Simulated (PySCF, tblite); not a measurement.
# C₂H₆NO+, a complex of two parts: NMR shifts, interaction energy, spin-spin couplings and electronic excitations

Aim: the NMR shifts, interaction energy, spin-spin couplings and electronic excitations of `CC#[NH+]` with `O`.

Programs: tblite 0.8.0 and PySCF 2.14.0. All values are calculated, for the isolated system unless a continuum is named. Atoms count from 0, parts from 1.

## 1. Starting point

10 atoms, charge 1, multiplicity 1; geometry: rigid parts in contact. Parts: 1 = atoms 0–6, `CC#[NH+]`, charge 1; 2 = atoms 7–9, `O`, charge 0.

## 2. Search for minima with GFN2-xTB

The job: settings as JSON, then the geometry in Å.

```
{"job": {"kind": "dock", "xc": "GFN2-xTB", "basis": "xTB"}, "charge": 1, "multiplicity": 1, "parts": [{"atoms": "0-6", "charge": 1, "multiplicity": 1}, {"atoms": "7-9", "charge": 0, "multiplicity": 1}]}
C     -0.899679     0.049582     0.070268
C      0.480200    -0.026411    -0.037492
N      1.623281    -0.089420    -0.126760
H     -1.233915     1.080677    -0.088379
H     -1.372361    -0.594224    -0.679449
H     -1.218420    -0.275617     1.066618
H      2.620896    -0.144587    -0.204806
O      3.424836    -2.228052    -0.809793
H      4.034002    -2.944105    -0.619319
H      2.833492    -2.534235    -1.500193
```

Method: GFN2-xTB search for minima from random contacts, gas phase.

The run is started by

```
$ OMP_NUM_THREADS=1 python cluster_run.py task.json out
```

The driver reads the jobs from task.json and runs them one after another.

**Question.** The jobs that follow are: PBE0-D3(BJ)/def2-SVPD geometry optimisation, gas phase; GIAO PBE0/pcSseg-2 NMR shielding, non-relativistic, gas phase; wB97M-D3(BJ)/def2-TZVPD interaction energy, counterpoise and uncorrected, gas phase; PBE0-D3(BJ)/def2-TZVPD interaction energy, counterpoise and uncorrected, gas phase; B3LYP/pcJ-1 indirect spin-spin coupling, non-relativistic, gas phase; TDDFT CAM-B3LYP/def2-SVPD, vertical, gas phase, core orbitals frozen in the response. Predict: binding energy (GFN2-xTB); point group; rotational constants (main isotopes); shieldings of C, H, N (PBE0/pcSseg-2, a mean where the table joins atoms); largest proton shift on binding; interaction energy, counterpoise (wB97M-D3(BJ)/def2-TZVPD); superposition error; binding energy (with deformation); largest coupling of the table (B3LYP/pcJ-1); lowest singlet (CAM-B3LYP/def2-SVPD); brightest single state of those computed; lowest triplet.

As calculated:

```
                                                                 quantity                                                                                 value
                                                binding energy (GFN2-xTB)                          -22.25 kcal/mol (rough: tight binding is poor for bare ions)
                                                              point group                                                                                    C1
                                     rotational constants (main isotopes)                                                                112.10, 2.08, 2.07 GHz
shieldings of C, H, N (PBE0/pcSseg-2, a mean where the table joins atoms)  C1 64.9, C0 185.3, H6 14.4, H9 27.6, H8 27.7, H3 28.5, H4 28.5, N2 73.0 ppm and more
                                          largest proton shift on binding                                                                        H6, +10.75 ppm
               interaction energy, counterpoise (wB97M-D3(BJ)/def2-TZVPD)                                                                       -29.81 kcal/mol
                                                      superposition error                                                                         0.15 kcal/mol
                                        binding energy (with deformation)                                                                       -24.21 kcal/mol
                              largest coupling of the table (B3LYP/pcJ-1)                                                          $^{1}J$(C,H) C0–H3, 150.9 Hz
                                     lowest singlet (CAM-B3LYP/def2-SVPD)                                                           7.97 eV (156 nm), f = 0.000
                                 brightest single state of those computed                                                           state 6, 9.82 eV, f = 0.054
                                                           lowest triplet                                                                               6.66 eV
              range of the interaction energy over the runs of this table                                                             -31.38 to -29.81 kcal/mol
```

What this shows: In the structure that the search hands on, at its xTB geometry, the leading contact, judged by the atoms' radii, is H6···O7 (hydrogen bond, 1.42 Å). A later relaxation moves these distances. The start of the PBE0/def2-SVPD relaxation was shaken at random by about 0.01 Å, so part of the energy gained, and of the first lengths quoted, undoes that. The optimisation took 12 steps and gained 0.156 eV; among the close pairs (by a distance rule), C0–C1 changed most, from 1.368 to 1.437 Å. No frequency check was run at this level, so the end point may be a saddle. Hydrogens of an XH3 group are listed apart at this fixed geometry; free rotation makes them one line at their mean. At PBE0/pcSseg-2: The largest span, 368 ppm, is at N2, where the paramagnetic term is -267 ppm. On binding (GIAO PBE0/pcSseg-2 NMR shielding, non-relativistic, gas phase), H6 moves most among the protons, 10.75 ppm downfield. Of the attraction, orbital 50 %, electrostatic 48 %, dispersion 1 %; Pauli repulsion takes back 37.18 kcal/mol. Of the pairs tabulated at B3LYP/pcJ-1, C0–H3 couples most strongly (150.9 Hz; Fermi contact 149.3 Hz). The lowest singlet, at 7.97 eV, is HOMO−2→LUMO 0.48, HOMO−1→LUMO+1 0.35 and is dark; of the 6 states computed, the strongest absorption comes from state 6 at 9.82 eV (the last computed, so partners may be missing). The lowest triplet lies 1.30 eV below the lowest singlet (triplets in Tamm-Dancoff, singlets in full TDDFT). The interaction energy runs from -31.38 (PBE0-D3(BJ)/def2-TZVPD) to -29.81 kcal/mol (wB97M-D3(BJ)/def2-TZVPD).
